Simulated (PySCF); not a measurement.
A geometry optimisation on formaldehyde, `C=O`.

Computed with BHandHLYP/def2-TZVP geometry optimisation, gas phase (PySCF 2.14.0). Start geometry: GFN2-xTB. The input is one job of a driver script: a line of settings, then coordinates in Å.

Input:
```
{"job": {"xc": "BHandHLYP", "basis": "def2-TZVP", "grid": 1, "kind": "geom"}, "charge": 0, "multiplicity": 1}
C      0.003175     0.001019    -0.005928
O      1.176539    -0.209213    -0.014559
H     -0.748437    -0.806190     0.003826
H     -0.421043     1.019157    -0.006192
```

Output:
```
step   0  E = -114.48673503  max force = 0.012674
step   1  E = -114.48685782  max force = 0.002617
step   2  E = -114.48693067  max force = 0.000758
step   3  E = -114.48693554  max force = 0.000274
optimisation converged
```

Energies in Eh; «max force» is the largest Cartesian gradient component in Eh/bohr.

Problem. How much energy does the optimisation release, in eV?

Solution. E(step 0) − E(last step) = 0.000201 Eh, which is 0.005 eV.

Problem. Give the first gradient maximum in eV/Å.

Solution. With 1 Eh/bohr = 51.422 eV/Å, 0.652 eV/Å.

Main results: final energy -114.48694 Eh after 3 steps; dipole 2.48 D.

Problem. Give the final coordinates.

Solution. 0.010 Å rms from the input after alignment:
```
atom  x, y, z in Å
C1    -0.0021    0.0050   -0.0058
O2     0.9072   -0.7567   -0.0116
H3    -1.0450   -0.3355    0.0053
H4     0.1501    1.0915   -0.0106
```

The run took 2.6 s on Arm Neoverse V1, one thread, no GPU (shared host), and the process peaked at 0.28 GiB of memory.
Labels such as C1 count atoms from 1, the log's own numbers from 0.
